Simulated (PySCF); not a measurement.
## Working out the ionisation energy of N

N [He] 2s2 2p3 (4S) → N⁺ [He] 2s2 2p2 (3P). All numbers are calculated (PySCF 2.14, no relativity, point nucleus, in aug-cc-pVDZ (4s3p2d, 23 functions)). Frozen: 1s2. Energies in hartree (1 hartree = 27.21139 eV):

| part | N (lower) | N⁺ (upper) |
| --- | --- | --- |
| UHF | -54.393183 | -53.881265 |
| CCSD correlation | -0.092524 | -0.077235 |
| (T) | -0.001274 | -0.000872 |

Task: What does Hartree-Fock give?

Result: (-53.881265) − (-54.393183) = 0.511918 hartree = 13.930 eV.

Task: What do CCSD and CCSD(T) give?

Result: The CCSD correlation energies differ by 0.015289 hartree = 0.416 eV and the triples by 0.000402 hartree = 0.011 eV, so CCSD gives 14.346 eV and CCSD(T) 14.357 eV.

Measured between the centres of the two terms (NIST): 14.545 eV, so CCSD(T) (valence) is off by -0.188 eV.

A double-zeta basis recovers only part of the correlation energy.

What remains against the reference includes basis incompleteness, the frozen core and higher excitations.
